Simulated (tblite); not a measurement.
Species: C₄H₉O₂ (doublet state).
Numbering: `[CH3:1][O:2][CH2:3][CH2:4][CH2:5][O:6]` (hydrogens: H7, H8, H9 on C1; H10, H11 on C3; H12, H13 on C4; H14, H15 on C5)

Cartesian coordinates in Å at the GFN2-xTB level; atoms count from 1:
```xyz
15
C4H9O2 angstrom
C     -2.5540    0.2275    0.0954
O     -1.2707    0.6118    0.5115
C     -0.2424   -0.1131   -0.1135
C      1.1064    0.4417    0.3398
C      2.2281   -0.3817   -0.3050
O      2.2577   -1.6607   -0.0200
H     -3.2572    0.8739    0.6163
H     -2.6776    0.3518   -0.9881
H     -2.7564   -0.8195    0.3522
H     -0.3395   -0.0390   -1.2106
H     -0.2892   -1.1801    0.1551
H      1.1607    0.3603    1.4258
H      1.1900    1.4917    0.0596
H      3.2164    0.0732   -0.0416
H      2.2233   -0.2298   -1.4158
```

Computed geometry: GFN2-xTB, gas phase. This method treats the open shell by occupation alone, without spin polarisation.

Take the most abundant isotopes and a rigid rotor. The values belong to one conformer with, in the numbering `[CH3:1][O:2][CH2:3][CH2:4][CH2:5][O:6]`, C1–O2–C3–C4 176°, O2–C3–C4–C5 178°, C3–C4–C5–O6 -60°.

**Question.** What are A, B and C (MHz)?

**Answer.** Ia = 46.26, Ib = 336.11, Ic = 360.54 u·Å²; 505379 MHz·u·Å²/I gives A = 10925, B = 1504, C = 1402 MHz.

**Question.** Classify the top.

**Answer.** A near-prolate asymmetric top. Ray's parameter κ = (2B − A − C)/(A − C) = -0.979; −1 is the prolate and +1 the oblate limit.

**Question.** Is it planar, by Δ = Ic − Ia − Ib?

**Answer.** Not planar: Δ = Ic − Ia − Ib = -21.83 u·Å². For a rigid frame Δ = −2 Σ m c², so Σ m c² = 10.92 u·Å² lies off the ab plane: 7.07 from hydrogen and 3.84 from heavier atoms. The atom farthest from that plane is 1.42 Å away.

**Question.** Estimate the classical rotational partition function at 10 K, 50 K and 100 K.

**Answer.** Point group C1, symmetry number σ = 1; q = (√π/σ)·√((kT/h)³/(ABC)), k/h = 20836.6 MHz/K: 1110 at 10 K, 12400 at 50 K, 35100 at 100 K.

For this open shell read J as N, the rotation without spin; fine and hyperfine splittings come on top. Its GFN2-xTB frequencies are all real (lowest 64 cm⁻¹). No vibrational averaging or centrifugal distortion is included, and the geometry carries the error of its method.

On one thread of an Intel Xeon at 2.50 GHz (shared host), this took 0.53 s of wall time. This is the geometry optimisation.
